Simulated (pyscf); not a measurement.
Single points on ωB97X-D3(BJ)/def2-SVP structures (PySCF, gas phase).

Problem. F–W(F)(=S)=S (SMILES [F][W]([F])(=[S])=[S]) + H• (SMILES [H]) → [F–W(=S)=S]• (SMILES [F][W](=[S])=[S]) + HF (SMILES F)
Surface: doublet. Broken: F–W. Formed: F–H. Give ΔE‡ and ΔE from ωB97M-D3(BJ)/def2-TZVP, relative to the separated reactants.

Solution. ΔE‡ = 23.1 kcal/mol, ΔE = -7.4 kcal/mol. Zero-point energy shifts the barrier by +0.7 kcal/mol. It is an atom transfer, with an imaginary mode of 2324i cm⁻¹. On the product side the descent ends in an adduct with a F–W contact, 10.7 kcal/mol under the separated species and 39.2 kcal/mol under the saddle at ωB97X-D3(BJ)/def2-TZVP. What is counted as broken (F–W) persists as a longer contact in the product adduct; parting that adduct is a step of its own. At ωB97X-D3(BJ)/def2-TZVP the barrier from the zero used here is 25.9 kcal/mol. This is the saddle that the search found; another between the same sides may lie lower. The angle at the transferred F is 134°. Open-shell species with a d-block atom are single-reference here; other states, and whether the spin sits on metal or ligand, were not checked. Elements past Kr carry the def2 core potentials, without spin-orbit coupling.
